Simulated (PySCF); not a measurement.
Point groups of optimised structures. The calculation used PBE0/pcSseg-1 in PySCF (dipole) on a GFN2-xTB geometry, gas phase. The symmetry is that of the one conformer found, every atom within 0.08 Å of its image; none is proved a minimum here.

Problem. `[CH3:1][S:2][C@@H:3]1[CH2:4][C@H:5]1[CH:6]([CH3:7])[CH3:8]` with C1–S2–C3–C4 149°, C4–C5–C6–C7 156°: symmetry, top, dipole?

Solution. C1; asymmetric top; symmetry number 1; this conformer is chiral (no improper operation); dipole 1.84 D; A, B, C = 2928, 981.3, 787.7 MHz.

Problem. `[CH3:1][S@@:2](=[O:3])[C@@H:4]1[CH2:5][CH:6]=[CH:7][S:8]1` with C1–S2–C4–C5 -165°, S2–C4–C5–C6 -94°, C4–C5–C6–C7 -15°, C6–C7–S8–C4 10°, S2–C4–S8–C7 97°: symmetry, top, dipole?

Solution. C1; asymmetric top; symmetry number 1; this conformer is chiral (no improper operation); dipole 2.29 D.

Problem. Point group, rotor type and polarity of `C=S`?

Solution. C2v; near-prolate asymmetric top; symmetry number 2; 4 operations, which sort the 4 atoms into 3 sets; dipole 1.81 D, along a, the twofold axis; A, B, C = 294969, 17870, 16849 MHz.
